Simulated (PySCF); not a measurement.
Ethene, fluoro-, C₂H₃F, SMILES C=CF, point group Cs.

Force field and properties: B3LYP/pcSseg-1 (PySCF, grid level 2). Vibrational terms come from second-order perturbation theory with semi-diagonal cubic constants, by steps of ±0.6 along the normal coordinates of each isotopologue. The parent has the commonest isotopes.

Equilibrium geometry in the parent's principal axes a, b, c (Å):

```
atom      a      b     c
  C1  -1.27  -0.22  0.00
  C2  -0.13   0.45  0.00
  F3   1.07  -0.18  0.00
  H4  -2.21   0.33  0.00
  H5  -1.29  -1.30  0.00
  H6  -0.02   1.53  0.00
```

Ground-state constants (MHz). Parent: 64699.5, 10529.0, 9040.7. A species with one ²H: 63917.7, 9566.1, 8308.9.

Q: Which position carries the label?

A: Moments I = 505379/B are 7.8112, 47.9986, 55.9006 and 7.9067, 52.8302, 60.8238 u Å². With M = 46.0219 u and Δm = 1.0063 u, μ = MΔm/(M + Δm) = 0.9847 u. Kraitchman's equations give |a|, |b|, |c| = 2.212, 0.326, 0.048 Å. That is H4, whose equilibrium values are 2.207, 0.327, 0.001 Å.
